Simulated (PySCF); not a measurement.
**Al₂: from the state search to spectroscopic constants**

An exercise on one series of results from a longer session: the logs are not shown, and one member is left open.

Method: Al 3-21G, no relativity; program: PySCF 2.14.0.

Set-up of the first run:

A driver script around PySCF takes these settings:

```
atoms                         : Al, Al
charge                        : 0
basis                         : Al 3-21G
Hamiltonian                   : no relativity
basis functions               : 26
electrons treated             : 26
masses in u                   : 26.9815, 26.9815
levels                        : PBE0, PBE, r²SCAN, B97-3, TPSSh, PW91, HF, MP2, SCS-MP2, CCSD, CCSD(T)
grid                          : 80 radial by 434 angular points
occupations                   : held fixed by the projection of orbital angular momentum
dissociation limit            : Al + Al, each in its ground configuration
starting distance in angstrom : 2.390
values of 2S to try           : 0, 2
```

Launch:

```bash
> OMP_NUM_THREADS=1 python dia.py task.json out
```

Steps of the session up to this table: The job; The PBE0 curve of the state that the search chose; Higher solutions at PBE0; PBE (GGA); r²SCAN; B97-3; TPSSh (hybrid meta-GGA); PW91; UHF; Correlated methods on the Hartree–Fock reference.

One table of the session follows, with a row left open; its other results are not shown here.

Differences from CCSD(T) in the same basis:

| level | Re (mÅ) | ωe (%) |
| --- | --- | --- |
| UHF | -5 | +5.5 |
| UHF-MP2 | -27 | +7.3 |
| UHF-SCS-MP2 | -39 | +10.4 |
| UHF-CCSD | -1 | +0.3 |
| PBE | -33 | +5.1 |
| PW91 | -36 | +5.3 |
| r²SCAN | -50 | +9.2 |
| TPSSh | ? | ? |
| PBE0 | -55 | +10.3 |
| B97-3 | -51 | +9.2 |

Q: Estimate the row for TPSSh from the others.

**Answer.** Re (mÅ): -44; ωe (%): +7.5. In the column «Re (mÅ)» it lies between r²SCAN (-50) and UHF-SCS-MP2 (-39).

Hartree–Fock makes the bond too short and too stiff against this reference, as it mostly does. CCSD(T) in a basis this small is itself some way from its limit, more so than the functionals.
